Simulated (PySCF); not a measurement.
Compound: C5H10O.
Structure used (GFN2-xTB), in Å, numbered top down from 1:
```
atom  x, y, z in Å
C1     1.9903    0.3621    0.2985
C2     1.3860   -0.4875   -0.8161
O3     0.0482   -0.1570   -1.1258
C4    -0.8779   -0.5056   -0.1446
C5    -2.2453    0.0840   -0.2590
C6    -1.3418    0.5091    0.8636
H7     1.9081    1.4162    0.0465
H8     3.0397    0.1090    0.4231
H9     1.4727    0.1840    1.2379
H10    1.9330   -0.3283   -1.7489
H11    1.4526   -1.5533   -0.5469
H12   -0.7873   -1.5408    0.1847
H13   -3.0955   -0.5424   -0.0381
H14   -2.4063    0.7850   -1.0621
H15   -0.9175    1.4993    0.8104
H16   -1.5666    0.1751    1.8652
```

NICS is the negative of the GIAO shielding at a point without a nucleus: at the ring centre (0) and 1 Å above and below it (1); zz is the component along the ring normal. Level: GIAO PBE0/pcSseg-1 (PySCF, non-relativistic, gas phase) on the GFN2-xTB geometry, one conformer.

Ring bond lengths (Å), with Mayer bond orders in brackets: C4–C5 1.493 (0.98), C5–C6 1.502 (0.97), C6–C4 1.504 (0.95).

Q: Give the NICS values of each ring in ppm.

A: 
| ring | type | NICS(0) | NICS(1), two faces | NICS(1)zz, two faces | rms pucker (Å) | centre to ring atoms, mean (Å) |
| --- | --- | --- | --- | --- | --- | --- |
| C4–C5–C6 | 3-membered carbocycle; formal bonds all single | -39.9 | -9.4 / -7.3 | -23.5 / -16.7 | 0.00 | 0.87 |

Q: What can be read from them?

A: 
- C4–C5–C6: mean NICS(1)zz -20.1 ppm, shielded. C4, C5, C6 have four or more neighbours; no verdict on aromaticity is drawn. A hydrogen on C5, outside the ring, lies only 1.44 Å from a NICS(1) probe, which then mostly feels that atom. The two faces differ by 6.8 ppm, so no symmetry operation interchanges them. NICS(0) lies 32 ppm below the mean NICS(1).

Q: What are the shieldings of the ring atoms and their hydrogens in the same run (means over atoms taken as equivalent)?

A: 
```tsv
atoms	environment	σ isotropic (ppm)
C4	sp3 carbon bound to oxygen	131.8
C5 (×2)	three-membered-ring carbon	179.5
H12	methine hydrogen	28.98
H13 (×2)	methylene hydrogen	31.33
H14 (×2)	methylene hydrogen	31.17
```
